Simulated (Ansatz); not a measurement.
## Relaxing a trial structure of C4H10

The starting geometry of this gas-phase triplet was optimised with GFN2-xTB as a singlet; its bonds are those of `CC(C)C`.

```csv
atom,x (Å),y (Å),z (Å)
C,-1.7472,-1.1723,-1.0034
C,-1.0712,-0.7822,0.3085
C,-1.6976,-1.5401,1.4761
C,-1.1741,0.7241,0.5348
H,-1.2890,-0.6513,-1.8412
H,-1.6609,-2.2427,-1.1770
H,-2.8038,-0.9132,-0.9749
H,-0.0109,-1.0529,0.2469
H,-1.2034,-1.2827,2.4105
H,-1.6102,-2.6140,1.3269
H,-2.7529,-1.2910,1.5658
H,-2.2175,1.0257,0.6004
H,-0.7111,1.2677,-0.2857
H,-0.6761,1.0085,1.4589
```

Problem. Predict what becomes of its bonds when it is optimised with PBE-D3(BJ)/def2-SVP.

Solution. It falls apart into C4H9 + H. Contacts that open: C2–H8 (1.10 → 3.54 Å).

The energy falls by 4.50 eV over 21 steps:

| step | E − E(last) (eV) |
| --- | --- |
| 1 | 4.497 |
| 3 | 2.616 |
| 5 | 0.866 |
| 8 | 0.151 |
| 10 | 0.041 |
| 12 | 0.006 |
| 14 | 0.002 |
| 17 | 0.000 |
| 19 | 0.000 |
| 21 | 0.000 |

Final geometry (Å):

```csv
atom,x (Å),y (Å),z (Å)
C,-1.8170,-1.2503,-0.9339
C,-1.5425,-0.7535,0.4486
C,-2.0108,-1.5613,1.6157
C,-1.2329,0.6951,0.6469
H,-1.1438,-0.7839,-1.6844
H,-1.7107,-2.3532,-1.0090
H,-2.8618,-1.0154,-1.2671
H,1.6311,-0.4561,-1.0949
H,-1.4754,-1.2910,2.5505
H,-1.8849,-2.6514,1.4447
H,-3.1011,-1.4048,1.8270
H,-2.1577,1.3295,0.6373
H,-0.5792,1.0942,-0.1577
H,-0.7390,0.8858,1.6231
```

The end wasn't checked by frequencies. Open shells are spin-unrestricted. The triplet needn't be the ground state. Run with Ansatz 0.2.0, 57 s on 2 threads of Intel(R) Xeon(R) Platinum 8488C (Sapphire Rapids), on a shared host.
